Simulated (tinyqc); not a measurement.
Worked calculation: FCI on RHF in the sto-6g basis, frozen core, for LiH, spin multiplicity 1. One step of it, computed by the program tinyqc.

Problem. FCI: determinants and Hamiltonian. Slater-Condon rules over spin orbitals, with the nuclear repulsion and the energy of the frozen orbital added and E(HF) subtracted on the diagonal. Only determinants linked to the reference directly or through others are kept (one block of an abelian symmetry group), so some states are absent.

one-electron integrals dressed by the frozen orbital, h + 2 (pq|11) - (p1|1q) (hartree), lower triangle:
```
           2          3          4          5          6
2  -0.762094
3   0.048541  -0.349794
4   0.000000   0.000000  -0.346232
5   0.000000   0.000000   0.000000  -0.346232
6  -0.124166   0.066692   0.000000   0.000000  -0.256024
```

energy of the frozen orbital, 2 h_11 + (11|11) = -7.84735666 hartree

Two-electron integrals over orbitals (pq|rs), unique and non-zero (hartree); the lowest 1 orbital is frozen and left out:
```
(22|22) 0.484007    (32|22) -0.048541   (32|32) 0.013110    (33|22) 0.220220
(33|32) 0.008391    (33|33) 0.338299    (42|42) 0.022521    (43|42) 0.019129
(43|43) 0.041439    (44|22) 0.265625    (44|32) 0.006730    (44|33) 0.282305
(44|44) 0.313125    (52|52) 0.022521    (53|52) 0.019129    (53|53) 0.041439
(54|54) 0.016875    (55|22) 0.265625    (55|32) 0.006730    (55|33) 0.282305
(55|44) 0.279374    (55|55) 0.313125    (62|22) 0.124166    (62|32) -0.034644
(62|33) -0.015671   (62|44) -0.020872   (62|55) -0.020872   (62|62) 0.126302
(63|22) -0.050668   (63|32) 0.009320    (63|33) 0.035571    (63|44) 0.002476
(63|55) 0.002476    (63|62) -0.031368   (63|63) 0.025557    (64|42) -0.019534
(64|43) -0.013831   (64|64) 0.020134    (65|52) -0.019534   (65|53) -0.013831
(65|65) 0.020134    (66|22) 0.452333    (66|32) -0.042586   (66|33) 0.240523
(66|44) 0.267643    (66|55) 0.267643    (66|62) 0.128820    (66|63) -0.043165
(66|66) 0.451882
```

nuclear repulsion = 0.93992400 hartree

Hartree-Fock energy = -7.94761293 hartree

Give: determinants; H - E(HF) between determinants.

Solution.

Occupation strings over the orbitals (2 doubly, a alpha, b beta, 0 empty; spin orbitals ordered 1a 1b 2a 2b ...): 220000 2ab000 2a000b 2ba000 2b000a 202000 20a00b 200200 200020 20b00a 200002

H - E(HF) between determinants (hartree), lower triangle:
```
         220000   2ab000   2a000b   2ba000   2b000a   202000   20a00b  200200
220000   0.0000
2ab000   0.0000   0.1485
2a000b   0.0000   0.0160   0.4744
2ba000   0.0000  -0.0131   0.0346   0.1485
2b000a   0.0000   0.0346  -0.1263   0.0160   0.4744
202000   0.0131   0.0569   0.0093  -0.0569  -0.0093   0.6789
20a00b  -0.0346   0.0093   0.0060   0.1398   0.0314   0.1023   0.6749
200200   0.0225   0.0191  -0.0195  -0.0191   0.0195   0.0414  -0.0138  0.6608
200020   0.0225   0.0191  -0.0195  -0.0191   0.0195   0.0414  -0.0138  0.0169
20b00a   0.0346   0.1398   0.0314   0.0093   0.0060  -0.1023  -0.0256  0.0138
200002   0.1263  -0.0314   0.0047   0.0314  -0.0047   0.0256   0.0235  0.0201

        200020   20b00a  200002
200020  0.6608
20b00a  0.0138   0.6749
200002  0.0201  -0.0235  0.9800
```
